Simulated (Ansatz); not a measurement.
Species: SiH3, charge 1, singlet. SiH3+ (parent SMILES [SiH3], singlet).
B3LYP-D3(BJ)/def2-TZVP minimum from Ansatz (a program for electronic structure):
```
Si
H 1 1.4675
H 1 1.4675 2 120.00
H 1 1.4675 2 120.00 3 180.00
```
Charge +1, spin multiplicity 1.

Total energies in cc-pV(T+d)Z, 6 correlated electrons, 5 frozen orbitals. Radicals and triplets start from unrestricted determinants; spin-orbit coupling is neglected. Correlated methods leave the cores frozen. No relativity.

```json
[
 {"method": "HF", "program": "Ansatz", "energy (Eh)": "-290.36404", "minus CCSDT(Q) (mEh)": "129.53"},
 {"method": "MP2", "program": "Ansatz", "energy (Eh)": "-290.46665", "minus CCSDT(Q) (mEh)": "26.92"},
 {"method": "CCSD", "program": "Ansatz", "energy (Eh)": "-290.49082", "minus CCSDT(Q) (mEh)": "2.75"},
 {"method": "CCSD(T)", "program": "Ansatz", "energy (Eh)": "-290.49301", "minus CCSDT(Q) (mEh)": "0.56"},
 {"method": "CCSDT(Q)", "program": "Ansatz", "energy (Eh)": "-290.49357", "minus CCSDT(Q) (mEh)": "0.00"}
]
```

Rough core times of Ansatz's runs on a shared machine: CCSD(T) under 20 s, CCSDT(Q) 50 s.
